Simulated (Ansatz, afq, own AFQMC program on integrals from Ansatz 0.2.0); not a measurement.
**AlGeH2, doublet in cc-pVDZ, levels against CCSDT(Q)**

| atom | x (Å) | y (Å) | z (Å) |
| --- | --- | --- | --- |
| Ge | 0.0000 | 0.0029 | 0.5889 |
| Al | 0.0000 | -0.0643 | -1.4673 |
| H | 0.0000 | 1.1853 | -0.3531 |
| H | 0.0000 | 0.3270 | -2.8087 |

Connectivity, by distances: Ge–AlH, 1 bridging H.

Basis cc-pVDZ. Only valence electrons are correlated. Ansatz 0.2.0 and our own AFQMC program on the same integrals; the CISD trial comes from CCSD amplitudes, and released means the phaseless constraint is let go. Free AFQMC starts from the CCSD state and is never constrained. Its projection time is finite, and what remains of the start isn't in its error. ± is one standard error of the sampling. No spin–orbit coupling.

Determinant: UHF, the one that the program's search chose, which needn't be the lowest solution. The geometry is a point of a scan.

No full CI on the walks' own integrals is used here; CCSDT(Q) serves as the reference and is uncertain by about the last step of the cluster series.

Cautions: no relativity below Rb; no spin-orbit coupling; inner d shell frozen.

The T1 diagnostic is 0.0176 and the weight of the determinant in the CISD state is 0.883. The ⟨S²⟩ of the determinant is 0.760. The size of the correlated space is 9 electrons in 36 orbitals.

Reference: CCSDT(Q), correlation energy -4.652 eV. The released energy is read at 2.40 1/Eh (meV from the phaseless value at times in 1/Eh: -4 ± 9 at 0.24, -1 ± 8 at 0.51, -1 ± 7 at 0.99, -9 ± 8 at 1.62, -4 ± 9 at 2.40).

```
         level  E − E(reference) (kcal/mol)  share of correlation (%)
            HF                       107.28                      0.00
           MP2                        24.00                     77.62
          CCSD                         4.28                     96.01
       CCSD(T)                         0.90                     99.17
         CCSDT                         0.19                     99.82
   ph-AFQMC/HF                  1.19 ± 1.07                     98.89
 ph-AFQMC/CISD                  0.14 ± 0.29                     99.87
released AFQMC                  0.05 ± 0.20                     99.95
    free AFQMC                  0.32 ± 0.33                     99.70
```

Free projections are given only where their last times agree within the noise and don't stop above the reference; a slow remainder of the start can still hide under it. A walk keeps the symmetry of its determinant, which the program's search chose and which needn't be the lowest solution, so a lower state of the same spin and another symmetry isn't excluded. Released energies are given only where the last usable release times agree within the noise; a slower fall can still hide under it.
